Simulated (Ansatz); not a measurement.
```yaml
crystal:
  periodic: [false, false, false]
  atoms:
    - {symbol: Ge, position_ang: [0.002036, 0.000426, -0.367804]}
    - {symbol: F, position_ang: [1.617031, 0.009334, 0.477740]}
    - {symbol: F, position_ang: [-0.820969, 1.397178, 0.465852]}
    - {symbol: F, position_ang: [-0.803847, -1.408140, 0.462698]}
basis:
  gaussian: {orbitals: def2-TZVP}
magnetization: {spin_polarized: true, initial_magnetization: 1}
hamiltonian: {xc: pbe0}
relax: {f_tol: 0.004, max_steps: 80}
```

```sh
$ ansatz run in.yaml --threads 1 --pin off --events-out ev --progress --plain --max-ram 2176MiB
```

Steps of the relaxation (energy above the last step; positions in Å, forces in eV/Å):

```
4
step 1, 490.5 meV
Ge    0.002    0.000   -0.368   -0.023   -0.005    4.237
F     1.617    0.009    0.478   -1.844   -0.010   -1.423
F    -0.821    1.397    0.466    0.943   -1.596   -1.409
F    -0.804   -1.408    0.463    0.924    1.611   -1.405
```

```
4
step 2, 136.5 meV
Ge    0.001    0.000   -0.214   -0.007   -0.001    1.217
F     1.659    0.010    0.427   -1.382   -0.008   -0.413
F    -0.842    1.433    0.414    0.702   -1.194   -0.403
F    -0.824   -1.444    0.411    0.687    1.203   -0.400
```

```
4
step 3, 17.9 meV
Ge    0.001    0.000   -0.202   -0.001    0.000    0.049
F     1.620    0.009    0.422   -0.420   -0.003   -0.018
F    -0.822    1.399    0.410    0.212   -0.362   -0.015
F    -0.805   -1.410    0.407    0.208    0.365   -0.015
```

```
4
step 5, 0.0 meV
Ge    0.001    0.000   -0.231    0.000    0.000    0.009
F     1.589    0.009    0.432    0.009    0.000   -0.003
F    -0.806    1.373    0.420   -0.004    0.008   -0.003
F    -0.790   -1.383    0.417   -0.004   -0.008   -0.003
```

```
4
step 7, 0.0 meV
Ge    0.001    0.000   -0.230    0.000    0.000    0.000
F     1.590    0.009    0.432    0.000    0.000    0.000
F    -0.807    1.374    0.420    0.000    0.000    0.000
F    -0.790   -1.384    0.417    0.000    0.000    0.000
```

Close pairs at the end: Ge1–F3 1.721 Å, Ge1–F4 1.721 Å, Ge1–F2 1.721 Å.

A stationary point of unrestricted PBE0 after 7 steps, with ⟨S²⟩ = 0.752 against 0.75 for a pure state; no frequencies were run, so it isn't proven a minimum. 58 s on 1 thread of Arm Neoverse V2, shared host.
